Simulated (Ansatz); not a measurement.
System: rutile CrO2. Method: PBE-D4 (Ansatz, an electronic-structure program, PAW).

Run with plane-wave cutoff 520 eV, 12×12×18 k mesh (along the axes of the cell as run), Fermi–Dirac smearing 0.05 eV, spin-polarised with parallel moments, scalar-relativistic PAW data made under PBE.

Response to compression and expansion:

Shape and atoms are relaxed at each volume.

| V (Å³/atom) | P (GPa) | c (Å) | a (Å) |
|---|---|---|---|
| 9.034 | 11.07 | 2.879 | 4.339 |
| 9.222 | 5.22 | 2.893 | 4.373 |
| 9.410 | 0.01 | 2.908 | 4.407 |
| 9.598 | -4.62 | 2.921 | 4.440 |
| 9.787 | -8.73 | 2.933 | 4.474 |

Note: the bulk modulus comes from volumes at which shape and atoms were relaxed.
